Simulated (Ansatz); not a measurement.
C3H3NO can be A, `C=C1OC1=N`, or B, `C=C(O)C#N`.

Isolated molecules relaxed with PBE0-D4/def2-TZVP in Ansatz; ΔE leaves out vibrations. CBS: MP2 limit from def2 TZ/QZ plus the TZ coupled-cluster correction, frozen cores. Functionals use def2-TZVPP. B3LYP here is the variant with VWN-RPA as its local correlation; programs differ in this. One conformer a species, not always the lowest.

A:

```xyz
8

C    -0.512    1.501   -0.096
C    -0.093    0.274   -0.285
O     0.198   -0.576   -1.368
C     0.354   -1.038   -0.079
N     0.720   -2.111    0.419
H    -0.639    1.872    0.911
H    -0.733    2.147   -0.935
H     0.705   -2.069    1.434
```

B:

```xyz
8

C     0.303    1.125    0.512
C    -0.022   -0.108    0.139
O    -0.240   -1.104    1.032
C    -0.163   -0.460   -1.243
N    -0.289   -0.794   -2.338
H     0.468    1.889   -0.233
H     0.406    1.371    1.561
H    -0.462   -1.919    0.572
```

(1) Which is lower in electronic energy at CCSD(T)/CBS, and by how much? (Estimate.)

(2) Give E(B) − E(A) in kJ/mol with ωB97M-V, PBE0-D4, CCSD(T)/def2-SVP, B3LYP, r2SCAN-D4, HF/def2-TZVPP, BLYP-D4. (Best estimate.)

(3) Does the order hold for the free energy at 298.15 K (harmonic terms from PBE0-D4)? (An estimate is asked.)

Largest T1 diagnostic: 0.016.

## Answers

(1) Ansatz gave: B, by 162.5 kJ/mol.

(2) Computed: ωB97M-V -147.6, PBE0-D4 -129.4, CCSD(T)/def2-SVP -168.6, B3LYP -147.6, r2SCAN-D4 -129.6, HF/def2-TZVPP -187.3, BLYP-D4 -142.2. None reverses the order clearly.

(3) The calculation gave: Yes: G(B) − G(A) = -164.1 kJ/mol, for one conformer each.

From BLYP to BHLYP (50 % exact exchange), in def2-TZVPP and without D4, E(B) − E(A) moves by −19.0 kJ/mol. Leaving LDA and LC-ωPBE aside and taking each functional with its dispersion term where it has one, the values, not all of them listed here, spread over 42.1 kJ/mol, from BHLYP-D4 to PBE-D4. LDA lies +13.9 kJ/mol from PBE without D4.
